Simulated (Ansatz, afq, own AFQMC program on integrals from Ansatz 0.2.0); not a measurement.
# Where AFQMC and coupled cluster stand for AlNH2, triplet

| atom | x (Å) | y (Å) | z (Å) |
| --- | --- | --- | --- |
| Al | 0.0000 | -0.1011 | 0.8587 |
| N | 0.0000 | 0.0660 | -1.5876 |
| H | 0.0000 | 1.3337 | 1.5920 |
| H | 0.0000 | 0.4574 | -2.5171 |

Connectivity, by distances: AlH ··· NH.

Basis cc-pVDZ. Noble-gas cores (and the filled d shells of Ga–Kr and In–Xe) are frozen. AFQMC by an in-house program on the Cholesky factors that Ansatz 0.2.0 writes for its CCSD(T) run. The CISD trial takes its coefficients from CCSD amplitudes. Released means that phaseless walkers are propagated on without the constraint, phases kept. ± is one standard error of the sampling.

Determinant: UHF, the one that the program's search chose, which needn't be the lowest solution. The geometry is a point of a scan.

No full CI on the walks' own integrals is used here; CCSDT(Q) serves as the reference and is uncertain by about the last step of the cluster series.

Cautions: lower spins were not checked; an unrestricted solution with more broken spin lies lower (143 meV, ⟨S²⟩ 2.50); unrestricted determinant slightly spin contaminated (⟨S²⟩ 2.06 against 2.00).

The T1 diagnostic is 0.0285. The weight of the determinant in the CISD state is 0.866. The ⟨S²⟩ of the determinant is 2.059 and the size of the correlated space is 10 electrons in 36 orbitals.

```tsv
level	correlation energy (eV)
MP2	-4.3327
CCSD	-5.4458
CCSD(T)	-5.5481
```

(1) Estimate where phaseless AFQMC with a CISD trial lies against CCSD(T) on the same integrals.

(1) 2.5 ± 1.1 kJ/mol below CCSD(T).

Reference: CCSDT(Q), correlation energy -5.591 eV.

```json
{"level": "CCSD(T)", "E − E(reference) (kJ/mol)": "4.2", "share of correlation (%)": "99.23"}
{"level": "CCSDT", "E − E(reference) (kJ/mol)": "0.7", "share of correlation (%)": "99.86"}
{"level": "ph-AFQMC/CISD", "E − E(reference) (kJ/mol)": "1.7 ± 1.1", "share of correlation (%)": "99.68"}
```

A walk keeps the symmetry of its determinant, which the program's search chose and which needn't be the lowest solution, so a lower state of the same spin and another symmetry isn't excluded.
